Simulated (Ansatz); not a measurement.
BH5S, SMILES [BH3-][SH2+], a relaxed scan of one distance

Run with Ansatz's Python interface.

`run_relaxed_scan.py`
```python
"""Relaxed scan of one distance in BH5S."""

import ansatz as az
import numpy as np

system = (
    az.Crystal.molecule()
    .atom("B", (-0.4522, -0.4235, -0.4629))
    .atom("S", (0.5848, 0.8509, 0.3809))
    .atom("H", (-1.6599, 0.0094, -0.4712))
    .atom("H", (-0.3575, -1.416, 0.0832))
    .atom("H", (-0.1403, -0.5153, -1.6208))
    .atom("H", (0.1756, 1.0169, 1.6788))
    .atom("H", (1.9107, 0.4097, 0.3661))
)

setup = (
    system.calculation()
    .basis(gaussian="def2-SVP")
    .functional("HF")
)
symbols = [site.symbol for site in system.cartesian_sites]
pairs = [(0, 1), (0, 2), (0, 3), (0, 4), (1, 5), (1, 6)]
print("held (A)   E (eV)        ", "  ".join(f"{symbols[i]}{i}-{symbols[j]}{j}" for i, j in pairs))
for length in [1.7, 1.85, 1.99, 2.22, 2.49]:
    report = setup.relax(constraints=[az.DistanceConstraint((0, 1), at=length)], force_tolerance=0.02, max_steps=60).run().report
    xyz = np.array(report["positions_ang"])
    print(f"{length:6.2f} {report['free_energy_ev']:14.5f}  ", "  ".join(f"{np.linalg.norm(xyz[i] - xyz[j]):.3f}" for i, j in pairs))
```

```console
$ python run_relaxed_scan.py
held (A)   E (eV)         B0-S1  B0-H2  B0-H3  B0-H4  S1-H5  S1-H6
DeckWarning: relax.constraints: the input's atoms, or those drawn, lie off the distances that are held; a relaxation that starts there is brought onto them ahead of its first SCF, by positions alone, [...]
  1.70   -11562.44214   1.700  1.217  1.213  1.217  1.339  1.339
  1.85   -11563.02359   1.850  1.215  1.212  1.215  1.337  1.337
  1.99   -11563.23058   1.990  1.211  1.210  1.211  1.336  1.336
  2.22   -11563.31187   2.220  1.206  1.206  1.206  1.335  1.335
  2.49   -11563.31669   2.490  1.202  1.202  1.202  1.335  1.335
```
(Warnings from the package without file and line, shortened, repeats left out.)

Total energies depend on the basis set; only differences at equal settings carry meaning. The energies are electronic: no zero-point or thermal terms, and the basis set is short of its limit. Run time: 18 s on 1 thread of Arm Neoverse V1, on a shared host, peak memory 0.17 GiB.
